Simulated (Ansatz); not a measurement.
## Rock-salt MnSe

Calculation: r²SCAN (plane waves, PAW; Ansatz, a program for electronic structure).

Numerical settings: plane-wave cutoff 560 eV, 18×18×18 k mesh, Fermi–Dirac smearing 0.05 eV, spin-polarised start, scalar-relativistic PAW data made under PBE.

Cell (relaxed at this level):

```
MnSe
1.0
    0.00000     2.73521     2.73521
    2.73521     0.00000     2.73521
    2.73521     2.73521     0.00000
Mn Se
1 1
Direct
  0.00000   0.00000   0.00000
  0.50000   0.50000   0.50000
```

```yaml
band_gap: zero (no gap)
bulk_modulus: 71.1 GPa
```

Note: the magnetic order was assumed, not searched for or taken from measurement; the relaxation could not lower the start's symmetry, so the cell can be a saddle point above a distorted one; the bulk modulus is −V dP/dV from two relaxed cells at ±2 % in volume.

Spin–orbit coupling is not included.

Computed values are for the static lattice.

It cost roughly 2.3 core-minutes of CPU time.
